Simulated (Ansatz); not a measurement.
`C=C1C=C1C` + H₂O → CH₃OH + `C=C1C=C1` at 500 K and 1 bar (formal hydrolysis of a C–C bond).

Calculated with Ansatz (gas phase, PBE0-D4/def2-TZVP geometries, no zero-point term in ΔE). CBS: MP2 limit from def2 TZ/QZ plus the TZ coupled-cluster correction, frozen cores. This one scheme is used for every species.

```
    species  CCSD(T)/CBS energy (Eh)  H − E (kJ/mol)  S (J/(mol·K))
`C=C1C=C1C`               -193.75657           274.4          363.1
        H₂O                -76.37941            73.2          206.3
      CH₃OH               -115.61712           157.0          265.4
 `C=C1C=C1`               -154.48542           190.1          305.7
```

H − E and S are ideal-gas, rigid-rotor, harmonic terms from PBE0-D4/def2-TZVP. 1 Eh = 2625.50 kJ/mol, R = 8.31446 J/(mol·K).

Q: By hand: ΔE, ΔH, ΔS and ΔG.

A: ΔE = (-115.61712) + (-154.48542) − (-193.75657) − (-76.37941) = 0.03344 Eh = 87.8 kJ/mol. Δ(H − E) = 157.0 + 190.1 − 274.4 − 73.2 = -0.5, so ΔH = 87.3 kJ/mol. ΔS = 265.4 + 305.7 − 363.1 − 206.3 = 1.7 J/(mol·K). ΔG = 87.3 − 500 × (1.7)/1000 = 86.5 kJ/mol.

Q: By hand: the equilibrium constant, and the temperature at which ΔG would vanish if ΔH and ΔS stayed fixed.

A: log₁₀ K = −ΔG/(RT ln 10) = -9.0. ΔG = 0 at ΔH/ΔS = 51353 K, far beyond where these terms or the molecules hold.

The number of gas molecules stays the same, so ΔS is small and ΔH decides. A doubt of 5 kJ/mol in ΔE shifts log₁₀ K by 0.5 here. These are equilibria of isolated gas molecules and say nothing of rates. Largest T1 diagnostic: 0.013 (customary marks: 0.02 for closed shells, 0.045 for open ones).
